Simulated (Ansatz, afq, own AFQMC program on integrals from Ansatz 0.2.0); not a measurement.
Two steps: Ansatz 0.2.0 writes the Fock matrix and Cholesky factors of the valence space, and afq projects on them the lowest state that overlaps trial and start.

```yaml
crystal:
  periodic: [false, false, false]
  atoms:
    - {symbol: Si, position_ang: [0.000000, -0.466441, 1.787917]}
    - {symbol: Al, position_ang: [0.000000, -0.420802, -2.725853]}
    - {symbol: H, position_ang: [0.000000, 0.887243, 0.937936]}
basis:
  gaussian: {orbitals: 6-31G}
magnetization: {spin_polarized: true, initial_magnetization: 2}
correlation: {method: ccsd_t, electrons: outside_noble_gas, hamiltonian_folder: ham}
```

```sh
$ ansatz run in.yaml --threads 1 --pin off --events-out ev --progress --plain --max-ram 15360MiB --backend cuda --devices 0, --max-vram 18GiB
```

afq runs on the folder ham with

```
--method phaseless --trial cisd --walkers 10 --populations 1 --least-time 40 --time-step 0.05 --steps-per-block 10 --equilibration-blocks 25 --max-blocks 50 --target-error 0.00136 --factor-cut 0.001 --start spin_pure --seed 7650 --taylor-order 2
```

Times are imaginary, in 1/Eh. The walk had a cap of 60 s.

```
orbitals 18  electrons 5 3  factors 68 of 310
reference energy -531.25030416 Eh
CCSD correlation -0.07784242 Eh in 28 cycles, weight of the determinant in the CISD state 0.8838
energy of the start -531.328109 Eh
 block  time / (1/Eh)  mean weight  energy / Eh
     1     0.500  0.9989  -531.327369
     2     1.000  1.0048  -531.327212
     3     1.500  0.9903  -531.327423
     4     2.000  1.0001  -531.327144
     5     2.500  1.0240  -531.327455
     8     4.000  0.9837  -531.327551
    11     5.500  0.9797  -531.330696
    14     7.000  1.0077  -531.329078
    17     8.500  0.9878  -531.328277
    20    10.000  1.0088  -531.327173
    23    11.500  1.0205  -531.327288
    26    13.000  0.9934  -531.327713
    29    14.500  1.0007  -531.333698
    32    16.000  0.9900  -531.330119
    35    17.500  0.9940  -531.328346
    38    19.000  1.0021  -531.328968
    41    20.500  0.9811  -531.332051
    44    22.000  0.9942  -531.329683
    47    23.500  1.0108  -531.328218
    50    25.000  1.0254  -531.327771
    53    26.500  1.0037  -531.327041
    56    28.000  1.0111  -531.329040
    59    29.500  1.0015  -531.329070
    62    31.000  0.9945  -531.325132
    65    32.500  1.0290  -531.326215
    68    34.000  0.9997  -531.333031
    69    34.500  0.9986  -531.338470
    71    35.500  1.0041  -531.336089
    74    37.000  0.9953  -531.325582
    75    37.500  1.0090  -531.328063
blocks merged  error / Eh  count
     1  0.000457  50
     2  0.000548  25
     4  0.000744  12
energy -531.329651 +/- 0.000548 Eh
(rows thinned)
```

The run failed at least one of its tests; the cautions name the faults.

Against this walk (error 14.9 meV) on the same determinant: CCSD(T) 19.3 meV higher (within the noise), CCSDT(Q) 19.9 meV lower (within the noise), CCSDTQ 21.9 meV lower (within the noise), full CI 22.2 meV lower (within the noise), a separate phaseless walk with a CISD trial and standard settings 18.6 ± 15.0 meV higher (within the noise). The error is statistical and leaves out the bias of the constraint.

A setting was made bad on purpose (series of the exponential too short), so the walk's energy isn't to be trusted. Here it did no visible harm: the energy meets the surest value within the noise.

Cautions: constraint bias not in the error; error not settled; lower spins were not checked; the sampling time fell short of the least asked; so few walkers bias the energy; the coarse factor cut changes the integrals a little; the time-step error isn't removed.

CCSDT and higher add their correlation energy to the determinant of the CCSD(T) run, since their own runs factorise the integrals more tightly (a shift of under 2 meV). A walk keeps the symmetry of its determinant, which the program's search chose and which needn't be the lowest solution, so a lower state of the same spin and another symmetry isn't excluded.
